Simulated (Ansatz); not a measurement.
**H₃Ge–AsH₂, singlet: the ladder up to RCCSDT(Q)**

Geometry: displaced at random from a stationary point.

```xyz
7

Ge   -0.0176    0.0076    1.2209
As    0.0460   -0.0086   -1.2162
H     0.7754   -1.1963    1.6692
H     0.6614    1.2417    1.6992
H    -1.5460   -0.0023    1.7082
H    -1.0426   -1.1031   -1.3341
H    -0.9956    1.1502   -1.3269
```

Basis cc-pVDZ; Ansatz 0.2.0. Correlated methods freeze the noble-gas cores and the filled d shells of p-block atoms, which leaves 14 electrons in 51 orbitals. Prefix R: restricted or restricted open-shell reference. Active spaces: frontier = (8e, 8o) about the gap. No spin–orbit coupling is included, and no scalar relativity.

Full CI isn't at hand for all of this; RCCSDT(Q) serves as the reference, and is uncertain by the last step of the cluster series or more.

```
UHF ⟨S²⟩                          : 0.000
T1 diagnostic (RCCSD)             : 0.0114
largest doubles amplitude (RCCSD) : 0.052
```

| level | E − E(RCCSDT(Q)) (kcal/mol) | share of correlation (%) | wall time |
| --- | --- | --- | --- |
| RHF | 170.64 | 0.00 | – |
| RMP2 | 33.97 | 80.09 | – |
| CISD | 21.55 | 87.37 | 4.4 s |
| RCCSD | 5.10 | 97.01 | – |
| RCCSD(T) | 0.88 | 99.48 | 6.5 s |
| BCCD(T) | 0.86 | 99.50 | 3 s |
| RCCSDT | 0.21 | 99.88 | – |
| CASSCF (frontier space) | 132.74 | 22.21 | – |
| NEVPT2 (frontier space) | 30.48 | 82.14 | 33 s |

The correlation energy at RCCSDT(Q), counted from RHF, is -7.400 eV. That run took 65 s on 1 thread of Arm Neoverse V1, shared host.

Times hold each run's SCF and search for its determinant on a shared host, so for small cases they say little of a method's own cost; they ran on 1 thread of Arm Neoverse V1. Some runs computed forces too.
